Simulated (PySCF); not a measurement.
Consider `[PH2]` (PH2•, doublet). Atom numbers as in the mapped SMILES `[PH2:1]`.

These are calculated values, ωB97X-D3(BJ)/ma-def2-TZVP in PySCF (grid level 2) at geometries from PBE0-D3(BJ)/ma-def2-SVP. Zero-point and thermal terms (298.15 K, 1 bar) come from unscaled PBE0-D3(BJ)/ma-def2-SVP harmonic frequencies, with soft modes damped to free rotors in the entropy.

Problem. What are the vertical and the adiabatic ionisation energy for forming the singlet cation?

Solution. 9.88 eV vertical and 9.89 eV adiabatic, the latter with zero-point energy.

Problem. What oxidation potential follows in acetonitrile (IEF-PCM), given that Fc+/Fc comes at 4.54 V absolute with this functional and basis?

Solution. In the gas phase ΔG of oxidation is 9.905 eV, and solvation is -2.6 kJ/mol for the parent and -316.3 kJ/mol for the product, so the absolute potential is 6.65 V, or 2.11 V against Fc+/Fc. Fc+/Fc in acetonitrile, 4.54 V, is ωB97X-D3(BJ)/ma-def2-TZVP on PBE0-D3(BJ)/def2-SVP structures with GFN2-xTB thermal terms. Benchmark calculations put it near 5.0 V in acetonitrile and DMSO, so it is about 0.5 V low, and the value against it can read up to that much too high. The solvent is electrostatics only, on gas-phase structures; the absolute scale refers to an electron at rest in vacuum.

Problem. What are the vertical and the adiabatic electron affinity for forming the singlet anion?

Solution. 1.24 eV vertical and 1.25 eV adiabatic, the latter with zero-point energy.

Problem. What reduction potential follows in acetonitrile (IEF-PCM), given that Fc+/Fc comes at 4.54 V absolute with this functional and basis?

Solution. In the gas phase −ΔG of reduction is 1.235 eV, and solvation is -2.6 kJ/mol for the parent and -263.6 kJ/mol for the product, so the absolute potential is 3.94 V, or -0.60 V against Fc+/Fc. Fc+/Fc in acetonitrile, 4.54 V, is ωB97X-D3(BJ)/ma-def2-TZVP on PBE0-D3(BJ)/def2-SVP structures with GFN2-xTB thermal terms. Benchmark calculations put it near 5.0 V in acetonitrile and DMSO, so it is about 0.5 V low, and the value against it can read up to that much too high. The solvent is electrostatics only, on gas-phase structures; the absolute scale refers to an electron at rest in vacuum.
